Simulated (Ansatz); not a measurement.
Ideal-gas functions of C₂H₅FS (`CSCF`) at 298.15 K and 1 bar, from an Ansatz frequency run at PBE0-D4/def2-TZVP.

Molar mass 80.13 g/mol, point group C1 (symmetry number 1), electronic degeneracy 1, moments of inertia 47.311, 127.331, 154.868 u Å². Harmonic wavenumbers (cm⁻¹, unscaled): 115, 145, 263, 404, 725, 777, 897, 971, 1025, 1037, 1261, 1335, 1360, 1457, 1465, 1476, 3059, 3063, 3130, 3149, 3163.

Use S(trans) = R[1.5 ln M + 2.5 ln T − 1.1517]; rotational temperatures θ = 24.2544 K / I; S(rot) = R[ln(√π/σ · √(T³/θAθBθC)) + 1.5]; for each mode x = 1.438777 ν̃/T, S = R[x/(eˣ − 1) − ln(1 − e⁻ˣ)] and H = RT x/(eˣ − 1); 1 cm⁻¹ = 0.0119627 kJ/mol; R = 8.31446 J/(mol·K).

Question: By hand: the entropy, in J/(mol·K).

Answer: Translation 163.5. Rotation: θ = 0.5127, 0.1905, 0.1566 K, giving 105.7. Vibration, mode by mode: 13.32, 11.45, 6.87, 3.97, 1.16, 0.95, 0.59, 0.44, 0.35, 0.34, 0.13, 0.10, 0.09, 0.06, 0.06, 0.05, 0.00, 0.00, 0.00, 0.00, 0.00, in all 39.9. Electronic 0.0. Sum 309.1 J/(mol·K).

Question: By hand: H − E and G − E in kJ/mol, counted from the electronic energy.

Answer: Zero-point energy ½ × 30277 × 0.0119627 = 181.1; thermal vibration 6.6; translation, rotation and pV give 4 RT = 9.9. H − E = 197.6 kJ/mol, and G − E = 197.6 − 298.15 × 309.1/1000 = 105.4 kJ/mol.

Vibration gives 13 % of the entropy, 24.8 J/(mol·K) of it from the modes under 150 cm⁻¹: soft modes count most, and the harmonic formula is weakest for them. The sum counts one conformer and one mirror image; others add a mixing term.
